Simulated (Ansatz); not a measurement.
## Property card for Hf$_{3}$N$_{2}$

Method: DFT r2SCAN, scalar-relativistic, plane waves, PAW in Ansatz.

Plane waves to 500 eV, a k mesh through Γ of 12×12×12 on the computed 5-atom cell and Gaussian smearing (0.10 eV); no spin polarisation.

The structure is relaxed at this level of theory with its symmetry kept. Whether it is the stable form of this composition wasn't checked.

The structure is trigonal, space group R-3m (No. 166). Conventional cell: a = 3.209 Å, b = 3.209 Å, c = 23.315 Å, α = 90.00°, β = 90.00°, γ = 120.00°. Hf (site symmetry 3m) has 3 N at 2.30 Å as nearest neighbours. Hf (site symmetry -3m) has 6 N at 2.25 Å as nearest neighbours. N (site symmetry 3m) has 6 Hf at 2.25 to 2.30 Å as nearest neighbours.

```
Volume per atom                                                   : 13.86 Å³
Formation energy from the elements' standard states (uncorrected) : -1.609 eV/atom
Generalised Kohn–Sham band gap                                    : none (metal)
Density of states at the Fermi level                              : 1.20 states/eV per cell
Löwdin character within 0.5 eV of the Fermi level                 : Hf 5d 81 %, N 2p 11 %
```

Spin-orbit coupling is left out, which matters for the bands of heavy elements.